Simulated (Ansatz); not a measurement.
The same path of C2H6B (9 atoms, charge 0, multiplicity 2) was run twice with different band settings. The coordinate that changes most is the dihedral B1–C2–C3–H9.

Theory: UKS PBE-D4/def2-SVP in Ansatz.

Relaxed end points:

```xyz
9
Properties=species:S:1:pos:R:3
B -0.797 0.754 -1.056
C 0.199 0.499 0.084
C 0.475 -0.812 0.725
H -1.444 -0.175 -1.512
H -0.947 1.876 -1.506
H 0.788 1.341 0.501
H -0.128 -1.638 0.302
H 1.556 -1.079 0.636
H 0.298 -0.766 1.826
```

```xyz
9
Properties=species:S:1:pos:R:3
B -0.918 0.838 -0.880
C 0.348 0.396 -0.133
C 0.485 -0.818 0.712
H -1.930 0.159 -0.807
H -0.921 1.859 -1.543
H 1.270 1.008 -0.202
H 1.303 -1.477 0.333
H 0.810 -0.552 1.746
H -0.447 -1.412 0.774
```

Common settings: movable images 9; climbing image yes; spring 5.0 eV/Å²; start path through a guess of the saddle point; force threshold 0.05 eV/Å; iteration limit 60; end points relaxed.

| run | optimiser |
| --- | --- |
| 1 | quadratic models (default) |
| 2 | fire |

Q: What does each run give, and how far can it be trusted?

A: Run 1: converged after 6 iterations, highest image 0.045 eV above the first end. A vibrational analysis at the climbing image gives one clearly imaginary mode, 158i cm⁻¹: a first-order saddle point.
Run 2: converged after 34 iterations, highest image 0.044 eV above the first end. Another band between the same ends (9 images) ends at a top of the same energy, where a vibrational analysis finds 1 clearly imaginary mode.
